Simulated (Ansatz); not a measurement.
`FC1=CCCC1` at its PBE0-D4/def2-TZVP geometry, where that method's forces vanish. Charge 0, multiplicity 1.

```xyz
13

F     2.5463    0.6325    0.0696
C     1.2349    0.3899    0.0877
C     0.3300    1.0798    0.7641
C    -1.0389    0.5411    0.4737
C    -0.7559   -0.7992   -0.2396
C     0.6889   -0.7107   -0.7548
H     0.5394    1.9377    1.3888
H    -1.6419    0.4016    1.3750
H    -1.5981    1.2323   -0.1692
H    -0.8253   -1.6113    0.4871
H    -1.4733   -1.0119   -1.0329
H     0.7462   -0.4395   -1.8160
H     1.2475   -1.6424   -0.6336
```

Question: What forces (eV/Å) does B3LYP-D4/def2-TZVPP give on these atoms in Ansatz? (Best estimate.)

Answer: The calculation gave: 
```
F1   0.435  0.083 -0.004
C2  -0.267  0.028  0.068
C3   0.139  0.162  0.110
C4  -0.262  0.149  0.095
C5  -0.226 -0.266 -0.047
C6   0.169 -0.132 -0.188
H7  -0.016 -0.058 -0.042
H8   0.019  0.015 -0.050
H9   0.012 -0.036  0.035
H10 -0.008  0.036 -0.047
H11  0.035  0.004  0.046
H12 -0.003 -0.028  0.043
H13 -0.027  0.045 -0.019
```

B3LYP here is the variant with VWN-RPA as its local correlation; programs differ in this.
